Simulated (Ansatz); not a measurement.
Results of Hartree–Fock in Ansatz (plane waves, PAW) for zinc-blende HgTe.

Run with plane-wave cutoff 460 eV, 8×8×8 k mesh, Fermi–Dirac smearing 0.01 eV, scalar-relativistic PAW data made under PBE.

Properties against volume:

```tsv
V (Å³/atom)	P (GPa)	direct gap at Γ (eV)
36.050	2.26	5.220
36.999	1.05	5.108
37.738	0.22	5.022
38.896	-0.92	4.890
39.845	-1.72	4.784
```

A straight line through the gaps at Γ against ln V gives a volume deformation potential dE_g(Γ)/d ln V of -4.4 eV: the gap at Γ widens under compression.

Note: the cell is over a tenth larger than the published one (another phase or state, or a fault of the published cell, is possible).

Spin–orbit coupling is not included; with these elements it can move the gap by several tenths of an eV or more.

Ansatz is a first-principles code.
